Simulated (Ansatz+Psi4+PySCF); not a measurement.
The numbers below are computed, except where a source is named.
## Psi4 1.11 run

```
molecule {
0 2
Be 0.000000 0.000000 0.269650
H 0.000000 0.000000 -1.078620
}

basis {
assign Be cc-pCVTZ
assign H cc-pVTZ
}
set reference rohf
set scf_type pk
set mp2_type conv
set cc_type conv
set num_frozen_docc 0
energy('mp2')
```

The input is written out from the run's settings. Correlation on restricted open-shell orbitals is semicanonical, with singles.

Results

```json
{
  "Converged": "yes",
  "Reference energy": "-15.15239 hartree",
  "Correlation energy": "-0.07399 hartree",
  "Total energy": "-15.22638 hartree",
  "Spin squared of the determinant": "0.750"
}
```
